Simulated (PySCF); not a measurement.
ethanol (C2H6O), SMILES CCO. Atoms are numbered in the order given.

```xyz
9

C     -1.1896     0.1538     0.2659
C      0.0602    -0.4255    -0.3602
O      1.2294     0.2888    -0.0146
H     -2.0776    -0.3927    -0.0623
H     -1.3064     1.2037    -0.0104
H     -1.1476     0.0905     1.3578
H      0.1594    -1.4875    -0.0950
H     -0.0027    -0.3719    -1.4496
H      1.3156     0.2782     0.9420
```

Geometry: PBE0-D3(BJ)/def2-TZVP. Other conformers were not sampled.

These are PBE0/pcJ-1 (PySCF) values and carry that method's errors.

Isotropic couplings with Fermi-contact, spin-dipole and both spin-orbit terms, one fixed conformer, no vibrational averaging. Isotopes: 13C, 1H.

Task: Estimate the spin–spin coupling constants. (An estimate is asked for; the answer gives what the named calculation found.)

Result: 
```tsv
pair	bonds apart	J (Hz)
C1–C2	1	36.8
C1–H4	1	120.7
C1–H5	1	126.9
C1–H6	1	121.5
C2–H7	1	134.2
C2–H8	1	140.2
C1–H8	2	-2.8
C2–H4	2	-0.8
C2–H5	2	-6.4
C2–H6	2	-5.9
C2–H9	2	-3.0
H4–H5	2	-14.6
H4–H6	2	-15.2
H5–H6	2	-12.8
H7–H8	2	-12.8
C1–H9	3	0.9
H4–H7	3	1.6
H4–H8	3	2.5
H5–H7	3	14.2
H5–H8	3	5.0
H6–H7	3	5.2
H6–H8	3	14.8
H7–H9	3	1.3
H8–H9	3	15.8
H4–H9	4	-1.1
H5–H9	4	-0.4
```
